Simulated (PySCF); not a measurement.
## Working out the ionisation energy of P

P [Ne] 3s2 3p3 (4S) → P⁺ [Ne] 3s2 3p2 (3P). All numbers are calculated (PySCF 2.14, the non-relativistic Hamiltonian (point nucleus), in aug-cc-pV(D+d)Z). Frozen: [Ne]. Energies in hartree (1 hartree = 27.21139 eV):

```
            part    P (lower)   P⁺ (upper)
             UHF  -340.709958  -340.344823
CCSD correlation    -0.087235    -0.073022
             (T)    -0.001697    -0.001143
```

Problem. What does Hartree-Fock give?

Solution. (-340.344823) − (-340.709958) = 0.365135 hartree = 9.936 eV.

Problem. What do CCSD and CCSD(T) give?

Solution. The CCSD correlation energies differ by 0.014213 hartree = 0.387 eV and the triples by 0.000554 hartree = 0.015 eV, so CCSD gives 10.323 eV and CCSD(T) 10.338 eV.

Measured between the centres of the two terms (NIST): 10.526 eV, so CCSD(T) (valence) is off by -0.188 eV.

What remains against the reference includes basis incompleteness, the frozen core and higher excitations.
